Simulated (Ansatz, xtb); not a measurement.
# Two structures of C3H7Cl

We compare I, a triplet given by its coordinates, with II, `CCCCl`, a singlet. Both are isolated molecules in the gas phase, relaxed with PBE-D3(BJ)/def2-SVP; the shapes shown needn't be the lowest conformers.

I (Å):

| atom | x (Å) | y (Å) | z (Å) |
| --- | --- | --- | --- |
| C | -1.8079 | -0.6004 | -0.9318 |
| C | -0.5141 | -0.3207 | -1.5877 |
| C | -0.0189 | -0.7643 | -2.9069 |
| Cl | 1.4705 | 0.8089 | 0.1159 |
| H | -1.9587 | 0.0396 | -0.0391 |
| H | -2.6530 | -0.4142 | -1.6340 |
| H | -1.8941 | -1.6625 | -0.5917 |
| H | 0.3577 | 0.0176 | -0.8261 |
| H | -0.7861 | -0.5852 | -3.6952 |
| H | 0.2219 | -1.8564 | -2.9281 |
| H | 0.9033 | -0.2228 | -3.1990 |

Close contacts (Å): C1–C2 1.48, C2–C3 1.48, C1–H5 1.11, C1–H6 1.11, C1–H7 1.12, C2–H8 1.21, C3–H9 1.11, C3–H10 1.12, C3–H11 1.11, Cl4–H8 1.66.

II (Å):

```tsv
atom	x (Å)	y (Å)	z (Å)
C	-0.4629	-1.5843	0.6300
C	-1.0450	-0.2090	0.3083
C	-1.0059	0.1579	-1.1690
Cl	0.6879	0.2737	-1.8038
H	0.5969	-1.6423	0.3112
H	-1.0169	-2.3898	0.1039
H	-0.5080	-1.7968	1.7164
H	-0.5150	0.5791	0.8849
H	-2.1117	-0.1592	0.6232
H	-1.5198	-0.6019	-1.7917
H	-1.4754	1.1423	-1.3574
```

Task: Which of the two would you expect CCSD(T)/def2-SVP + ΔMP2/def2-TZVPP electronic energies to favour?

Result: Structure II; the calculation gives E(II) − E(I) = −87.0 kcal/mol.

How the difference moves with the method:

| level | geometry | E(II) − E(I) (kcal/mol) | departure from the last row (kcal/mol) | job, with rough time for the two |
| --- | --- | --- | --- | --- |
| PBE-D3(BJ)/def2-SVP | PBE-D3(BJ)/def2-SVP | −75.1 | +12.0 | optimisation, 66 s |
| HF/def2-SVP | PBE-D3(BJ)/def2-SVP | −64.4 | +22.6 | part of the CCSD(T) run |
| MP2/def2-SVP | PBE-D3(BJ)/def2-SVP | −87.3 | −0.3 | part of the CCSD(T) run |
| CCSD(T)/def2-SVP | PBE-D3(BJ)/def2-SVP | −82.8 | +4.2 | single point |
| CCSD(T)/def2-SVP + ΔMP2/def2-TZVPP | PBE-D3(BJ)/def2-SVP | −87.0 |  | single point, 31 s |

The levels shown agree on the order. The largest departure from CCSD(T)/def2-SVP + ΔMP2/def2-TZVPP is that of HF/def2-SVP, 22.6 kcal/mol. Levels run at GFN2-xTB geometries aren't shown. The last row adds to CCSD(T) the change of the MP2 difference between the two basis sets, here −4.2 kcal/mol, a large step that makes the value less sure. The triplet state of I needn't be its ground state.

With harmonic frequencies from PBE-D3(BJ)/def2-SVP (ideal gas, rigid rotor, one conformer each, 298.15 K, 1 atm): the zero-point term adds +6.1 kcal/mol; ΔH is −82.1 and ΔG −78.2 kcal/mol.

Open shells are spin-unrestricted. The correlated steps freeze 8 core orbitals. ΔG holds the spin degeneracy. Mirror images aren't counted in ΔG. Run with Ansatz 0.2.0; the last row on 2 threads of Intel(R) Xeon(R) 6975P-C (Granite Rapids) on a shared host.
